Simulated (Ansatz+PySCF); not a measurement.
singlet N2: levels of theory in one basis

```json
{"atom": "N", "x (Å)": "0.0000", "y (Å)": "0.0000", "z (Å)": "-1.2350"}
{"atom": "N", "x (Å)": "0.0000", "y (Å)": "0.0000", "z (Å)": "1.2350"}
```

Basis set: STO-3G (spherical functions). Left uncorrelated: 2 orbitals. Charge 0, multiplicity 1.

Computed with Ansatz (development build ahead of 0.2.0); each method stands on the lowest determinant of its kind that the runs found.

| method | E − E(RHF) (eV) | <S²> of the determinant |
| --- | --- | --- |
| RHF | 0.00 | 0.00 |
| UHF | -13.52 | 2.97 |
| RHF-MP2 | -3.68 | – |
| UHF-MP2 | -13.53 | 2.97 |
| RHF-CCSD | -7.18 | – |
| UHF-CCSD | -13.59 | 2.97 |
| RHF-CCSD(T) | -7.19 | – |
| UHF-CCSD(T) | -13.59 | 2.97 |
| full CI (lowest root of this spin) | -13.61 | – |

At such a shape the full CI root can have another spatial symmetry than the determinants, so the rows needn't describe one state.

**Question.** Is a single determinant a sound starting point here?

**Answer.** It is doubtful. Unrestricted orbitals lower Hartree–Fock by 13.52 eV and <S²> is 2.97 where a pure state has 0.00, a sign of strong static correlation.

Caution for RHF, RHF-MP2, RHF-CCSD, RHF-CCSD(T): an unrestricted determinant lies well below. Caution for RHF, UHF, RHF-MP2, UHF-MP2, RHF-CCSD, UHF-CCSD, RHF-CCSD(T), UHF-CCSD(T): the determinant may break the point group. Caution for UHF, UHF-MP2, UHF-CCSD, UHF-CCSD(T): the unrestricted determinant is a mixture of spin states. Caution for RHF-MP2: large amplitudes, a single reference is doubtful; the program doubts this total. Caution for RHF-MP2, UHF-MP2: another reference gives a lower total. Caution for UHF-MP2, UHF-CCSD, UHF-CCSD(T): bonds are stretched, where a single reference can fail. Caution for RHF-CCSD, RHF-CCSD(T): very large amplitudes, the method is breaking down; the amplitudes may be one of several solutions.
